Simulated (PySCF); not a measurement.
Input of a run (PBE0-D3(BJ)/def2-SVP geometry optimisation, gas phase (PySCF 2.14.0)), started from GFN2-xTB:
```
{"job": {"xc": "PBE0", "basis": "def2-SVP", "d3": "d3bj", "grid": 1, "shake": 0.01, "kind": "geom"}, "charge": 0, "multiplicity": 1}
F     -1.064630     0.923100    -1.510750
C     -1.280980     0.553780    -0.223020
C     -0.687830    -0.708710     0.276000
C      0.683050    -0.954560    -0.443310
C      1.162130     0.405860     0.039270
C     -0.164580     0.646240     0.764240
H     -2.267260     0.819580     0.098100
H     -1.233680    -1.454550     0.785270
H      0.559040    -1.064820    -1.499730
H      1.204590    -1.798300    -0.021750
H      2.000100     0.332110     0.738830
H      1.397780     1.139260    -0.722750
H     -0.301910     1.144120     1.709260
```

Output (energies in Eh, forces in Eh/bohr):
```
step   0  E = -293.98235814  max force = 0.034262
step   1  E = -293.98705775  max force = 0.006751
step   2  E = -293.98717731  max force = 0.002472
step   3  E = -293.98719501  max force = 0.001012
step   4  E = -293.98720673  max force = 0.000439
optimisation converged
```

Task: Summarise the run.

Result: The energy falls by 12.7 kJ/mol over 5 energy and gradient evaluations, the largest force component goes from 0.0343 to 4.4e-04 Eh/bohr, and the atoms move by 0.034 Å rms after alignment. The bond that changes most is C3–C4 (sp3 carbon at a ring junction to four-membered-ring carbon), which shortens by 0.043 Å. Bonds longer at the end by more than 0.005 Å: 9 of 14; shorter: 3. Among the angles that change most is C3–C4–H9, from 111.6° to 115.1°. The energy never rose by more than 1e-6 Eh on the way. The first step brought 97 % of the lowering.

Task: What are the final bond lengths?

Result: F1–C2 1.362 Å, C2–C3 1.480 Å, C3–C4 1.525 Å, C4–C5 1.549 Å, C5–C6 1.524 Å, C2–C6 1.480 Å, C3–C6 1.548 Å, C2–H7 1.094 Å, C3–H8 1.093 Å, C4–H9 1.100 Å, C4–H10 1.098 Å, C5–H11 1.098 Å, C5–H12 1.101 Å, C6–H13 1.094 Å. Numbering counts from 1 in the input's order; the species is `[C@H]1([C@@H]2CC[C@H]12)F`.

The run used 119 basis functions and 31 SCF cycles in all.

Not checked by PBE0-D3(BJ)/def2-SVP frequencies.
